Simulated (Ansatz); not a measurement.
```yaml
crystal:
  periodic: [false, false, false]
  atoms:
    - {symbol: Ru, position_ang: [0.000000, 0.000000, 0.000000]}
    - {symbol: O, position_ang: [0.000000, 0.000000, 2.110000]}
basis:
  gaussian: {orbitals: def2-TZVP}
hamiltonian: {xc: pbe0}
relax: {f_tol: 0.004, max_steps: 80}
```

```sh
$ ansatz run in.yaml --threads 1 --pin off --events-out ev --progress --plain --max-ram 2176MiB
```

Steps of the relaxation (energy above the last step; positions in Å, forces in eV/Å):

```
2
step 1, 2498.8 meV
Ru    0.000    0.000    0.000    0.000    0.000    6.939
O     0.000    0.000    2.110    0.000    0.000   -6.939
```

```
2
step 2, 194.7 meV
Ru    0.000    0.000    0.195    0.000    0.000    3.329
O     0.000    0.000    1.915    0.000    0.000   -3.329
```

```
2
step 3, 44.8 meV
Ru    0.000    0.000    0.224    0.000    0.000    1.785
O     0.000    0.000    1.886    0.000    0.000   -1.785
```

```
2
step 5, 0.0 meV
Ru    0.000    0.000    0.248    0.000    0.000   -0.016
O     0.000    0.000    1.862    0.000    0.000    0.016
```

```
2
step 7, 0.0 meV
Ru    0.000    0.000    0.248    0.000    0.000    0.000
O     0.000    0.000    1.862    0.000    0.000    0.000
```

Close pairs at the end: Ru1–O2 1.615 Å.

A stationary point of restricted PBE0 after 7 steps (its stability towards spin polarisation wasn't tested). 26 s on 1 thread of Arm Neoverse V1, shared host.
